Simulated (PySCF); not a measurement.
Molecule: 2,2-difluoropropane (CC(C)(F)F, C₃H₆F₂).

Bonds (- single, = double, # triple, : aromatic): C1-C2 1.508 Å, C2-C3 1.508 Å, C2-F4 1.365 Å, C2-F5 1.365 Å. C1 carries H6, H7, H8; C3 carries H9, H10, H11.

Geometry PBE0-D3(BJ)/def2-SVP throughout; GIAO in PySCF 2.14.0 with density-fitted response routines, gas phase, one conformer, non-relativistic; equivalent atoms averaged; functional PBE0.

(1) How do the absolute shieldings σ depend on the basis set? (ppm; last column core-seconds on shared hosts with different chips, so compare them loosely)

(2) Which nucleus moves most, in ppm?

(3) Taking the largest basis, pcSseg-2 (264 functions), as the yardstick, rank the others by their worst heavy-atom deviation.

Results:

(1) 
| basis set | functions | C2 | C1/C3 | F4/F5 | H6/H7/H8/H9/H10/H11 | core-s |
| --- | --- | --- | --- | --- | --- | --- |
| STO-3G | 31 | 147.5 | 215.2 | 408.7 | 31.61 | 1.8 |
| 6-31G | 57 | 79.1 | 173.3 | 299.0 | 31.05 | 3.3 |
| pcSseg-0 | 57 | 60.2 | 162.7 | 295.2 | 30.94 | 3.2 |
| 6-31G* | 82 | 77.6 | 169.1 | 308.4 | 30.60 | 4.5 |
| def2-SVP | 100 | 74.0 | 169.3 | 309.6 | 30.02 | 5.4 |
| cc-pVDZ | 100 | 76.2 | 171.1 | 304.9 | 30.00 | 6.2 |
| pcSseg-1 | 115 | 61.2 | 158.2 | 285.5 | 29.80 | 6.3 |
| aug-cc-pVDZ | 169 | 75.6 | 170.4 | 294.0 | 29.87 | 13 |
| 6-311+G(2d,p) | 171 | 63.8 | 161.4 | 281.1 | 30.07 | 12 |
| def2-TZVP | 191 | 60.8 | 161.1 | 280.9 | 30.07 | 14 |
| cc-pVTZ | 234 | 63.2 | 161.9 | 283.2 | 29.88 | 20 |
| IGLO-III | 235 | 56.4 | 157.6 | 278.6 | 29.92 | 21 |
| pcSseg-2 | 264 | 55.7 | 157.7 | 279.3 | 29.81 | 22 |

(2) F4/F5 (fluorine of a CF2 group): from 278.6 ppm with IGLO-III to 408.7 ppm with STO-3G. The smallest spread is 1.81 ppm, at H6/H7/H8/H9/H10/H11. Proton shifts span only some 12 ppm, so a few tenths of a ppm matter as much there as several ppm in carbon.

(3) IGLO-III 0.7 ppm (235 functions), def2-TZVP 5.1 ppm (191 functions), pcSseg-1 6.1 ppm (115 functions), cc-pVTZ 7.5 ppm (234 functions), 6-311+G(2d,p) 8.2 ppm (171 functions), pcSseg-0 15.8 ppm (57 functions), aug-cc-pVDZ 19.9 ppm (169 functions), 6-31G 23.4 ppm (57 functions), cc-pVDZ 25.6 ppm (100 functions), 6-31G* 29.1 ppm (82 functions), def2-SVP 30.3 ppm (100 functions), STO-3G 129.4 ppm (31 functions).

A small basis that lands close on one nucleus may do so by chance; judge by the trend and by all nuclei.
